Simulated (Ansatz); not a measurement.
Species: ketene, C2H2O (charge 0, singlet). SMILES: C=C=O
Geometry: optimised at B3LYP-D3(BJ)/def2-TZVP (Ansatz, a quantum-chemistry and plane-wave program).

Property: enthalpy of formation at 298 K, in kcal/mol. Terms: no spin-orbit coupling; 6-31G* and kin with 6d, 5d where marked; 6-311+G** with 5d; frozen cores in correlated levels; no dispersion term unless named; LANL2DZ all-electron up to Ne; non-relativistic; UHF or UKS for open shells. CBS(X,Y): correlation extrapolated as X^-3; Hartree-Fock from the larger set. Ab initio and DFT rows: single points at B3LYP-D3(BJ) geometries (Ansatz), with unscaled harmonic terms from B3LYP/6-31G* at its own minima, enthalpies of formation by atomisation with measured atoms.

Measured values: Active Thermochemical Tables 1.112 (ions: stationary electron), as tabulated in the package chemicals; they hold spin-orbit and core effects, anharmonicity. 

Value to compare with, the measured value: -11.6 kcal/mol.

| level | program | enthalpy of formation at 298 K (kcal/mol) | error |
|---|---|---|---|
| PBE/STO-3G | Ansatz | -76.7 | -65.1 |
| PBE/3-21G | Ansatz | -22.1 | -10.5 |
| PBE/LANL2DZ | Ansatz | -0.4 | 11.2 |
| PBE/6-31G* | Ansatz | -34.9 | -23.3 |
| PBE/def2-SVP | Ansatz | -42.1 | -30.5 |
| PBE/6-311+G** | Ansatz | -32.5 | -20.9 |
| PBE/def2-TZVPD | Ansatz | -36.1 | -24.5 |
| CCSD(T)/CBS(cc-pVTZ,cc-pVQZ) | Ansatz | -9.5 | 2.1 |

Among the 6 habitual levels, PBE/STO-3G lies farthest from the measured value (-65.1 kcal/mol); 1 of 6 lie above it, and their mean absolute error is 26.9 kcal/mol, the median 22.1. One case shows no general order.

The sets are all those run for this method; runs whose electronic state is in doubt are left out.
